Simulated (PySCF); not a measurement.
Gas-phase reaction: H₃SiSiCl₃ + H → SiH₄ + SiCl₃

Computed with PySCF and rigid-rotor harmonic-oscillator thermochemistry at 1 bar. † marks an energy on the PBE0/def2-TZVP geometry and frequencies; other levels use their own. CCSD(T) freezes the core. 6-31G* has spherical d functions here. Open shells (unrestricted): H (multiplicity 2), SiCl₃ (multiplicity 2); the rest are closed-shell singlets. B3LYP is the form with VWN-RPA correlation. H₃SiSiCl₃: computed as isolated molecules; such fragments, hydroxides, amides, oligomers or adducts are transient or little studied in the gas. CCSD(T) isn't extrapolated to the basis-set limit. The harmonic model lacks anharmonicity and excited electronic states, which grow with temperature; levels with a mode under 35 cm⁻¹ are left out. Internal rotation in H₃SiSiCl₃ is treated as a harmonic vibration of one conformer, which makes the entropy rough.

```json
[
 {"level": "B3LYP/6-31G*", "ΔE electronic, kJ": "-93", "ΔH°(298 K), kJ": "-83", "ΔS°(298 K), J/K": "36", "ΔG°(2500 K), kJ": "-108"},
 {"level": "BLYP/def2-TZVP†", "ΔE electronic, kJ": "-105", "ΔH°(298 K), kJ": "-95", "ΔS°(298 K), J/K": "33", "ΔG°(2500 K), kJ": "-112"},
 {"level": "CCSD(T)/def2-SVP†", "ΔE electronic, kJ": "-73", "ΔH°(298 K), kJ": "-63", "ΔS°(298 K), J/K": "33", "ΔG°(2500 K), kJ": "-80"},
 {"level": "HF/6-31G*", "ΔE electronic, kJ": "-68", "ΔH°(298 K), kJ": "-56", "ΔS°(298 K), J/K": "37", "ΔG°(2500 K), kJ": "-83"},
 {"level": "PBE/def2-SVP", "ΔE electronic, kJ": "-71", "ΔH°(298 K), kJ": "-61", "ΔS°(298 K), J/K": "34", "ΔG°(2500 K), kJ": "-82"},
 {"level": "PBE0/def2-QZVP†", "ΔE electronic, kJ": "-73", "ΔH°(298 K), kJ": "-63", "ΔS°(298 K), J/K": "33", "ΔG°(2500 K), kJ": "-80"},
 {"level": "PBE0/def2-SVP†", "ΔE electronic, kJ": "-67", "ΔH°(298 K), kJ": "-56", "ΔS°(298 K), J/K": "33", "ΔG°(2500 K), kJ": "-74"},
 {"level": "PBE0/def2-TZVP", "ΔE electronic, kJ": "-72", "ΔH°(298 K), kJ": "-61", "ΔS°(298 K), J/K": "33", "ΔG°(2500 K), kJ": "-79"},
 {"level": "r2SCAN/def2-TZVP†", "ΔE electronic, kJ": "-81", "ΔH°(298 K), kJ": "-71", "ΔS°(298 K), J/K": "33", "ΔG°(2500 K), kJ": "-88"}
]
```
ΔH° is lowest at BLYP/def2-TZVP† and highest at PBE0/def2-SVP†. No reference value is set beside these.
